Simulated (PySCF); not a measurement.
Species: C5H11N.
Structure used (PBE0-D3(BJ)/def2-SVP), in Å, numbered top down from 1:
```xyz
17
C5H11N angstrom
C      3.012    0.108    0.713
C      1.729   -0.240    0.817
C      0.917   -0.848   -0.293
N     -0.222   -0.064   -0.728
C     -1.336    0.008    0.192
C     -2.494    0.775   -0.418
H      3.571   -0.063   -0.214
H      3.557    0.565    1.543
H      1.204   -0.056    1.764
H      1.576   -1.034   -1.159
H      0.538   -1.837    0.023
H      0.082    0.873   -0.987
H     -1.655   -1.026    0.412
H     -1.081    0.459    1.176
H     -2.797    0.319   -1.372
H     -3.361    0.791    0.259
H     -2.212    1.822   -0.620
```

The closed-shell ground state was solved at several levels (PySCF, density fitting, gas phase, non-relativistic).

| level | basis functions | total energy (Eh) | HOMO (eV) | LUMO (eV) | gap (eV) | dipole (D) |
| --- | --- | --- | --- | --- | --- | --- |
| HF/pcSseg-1 | 157 | -250.1145 | -9.62 | 4.09 | 13.71 | 0.89 |
| PBE0/6-31G* | 106 | -251.5530 | -6.03 | 0.70 | 6.73 | 0.80 |
| BP86/pcSseg-1 | 157 | -251.8380 | -5.00 | -0.90 | 4.10 | 0.73 |
| BHandHLYP/pcSseg-1 | 157 | -251.6732 | -7.62 | 1.38 | 9.00 | 0.84 |
| OPBE/pcSseg-1 | 157 | -251.7281 | -4.87 | -0.66 | 4.21 | 0.72 |
| B3LYP/pcSseg-1 | 157 | -251.8506 | -6.06 | 0.00 | 6.06 | 0.77 |
| PBE0/def2-SVP | 139 | -251.3809 | -6.16 | 0.39 | 6.55 | 0.72 |
| KT3/pcSseg-1 | 157 | -255.8601 | -5.06 | -0.73 | 4.33 | 0.69 |
| wB97X-D/pcSseg-1 | 157 | -251.7552 | -8.18 | 2.05 | 10.23 | 0.82 |
| PBE0/def2-TZVP | 252 | -251.6517 | -6.33 | 0.16 | 6.49 | 0.72 |
| B97-2/pcSseg-1 | 157 | -251.7487 | -6.04 | 0.19 | 6.23 | 0.78 |
| LC-wPBE/pcSseg-1 | 157 | -251.6820 | -9.03 | 2.58 | 11.61 | 0.86 |
| LDA/pcSseg-1 | 157 | -249.5291 | -4.99 | -1.05 | 3.94 | 0.76 |

Task: Estimate the row for B97-D/pcSseg-1, a basis of 157 functions; the other rows only guide the guess.

Result: Total energy -251.6490 Eh, HOMO -4.91 eV, LUMO -0.69 eV, gap 4.22 eV, dipole 0.72 D.

Task: Over all these levels, which gives the widest orbital gap and which the narrowest?

Result: HF/pcSseg-1 (Hartree–Fock, all exact exchange) has the widest, 13.71 eV, and LDA/pcSseg-1 (LDA) the narrowest, 3.94 eV. The two share the basis. From the narrowest to the widest the HOMO moves by -4.63 eV and the LUMO by +5.14 eV.

Task: How much does the basis alone move the frontier levels among the 3 PBE0 rows?

Result: The HOMO by 0.30 eV and the LUMO by 0.54 eV. By rising basis size (HOMO, LUMO in eV): 6-31G* -6.03, 0.70; def2-SVP -6.16, 0.39; def2-TZVP -6.33, 0.16.

Task: In the pcSseg-1 basis, how does the gap go with the fixed share of exact exchange?

Result: LDA (0 %) 3.94 eV; BP86 (0 %) 4.10 eV; OPBE (0 %) 4.21 eV; B97-D (0 %) 4.22 eV; KT3 (0 %) 4.33 eV; B3LYP (20 %) 6.06 eV; B97-2 (21 %) 6.23 eV; BHandHLYP (50 %) 9.00 eV; HF (100 %) 13.71 eV. Each rise in the share widens the gap here.

Task: How far do the dipole and the HOMO energy spread over the levels?

Result: The dipole runs from 0.69 to 0.89 D (mean 0.77 D) and the HOMO from -9.62 to -4.87 eV.

One conformer stands for the species.

Note: B97-D and wB97X-D ran without an empirical dispersion term, which enters the total energy and its gradient alone.
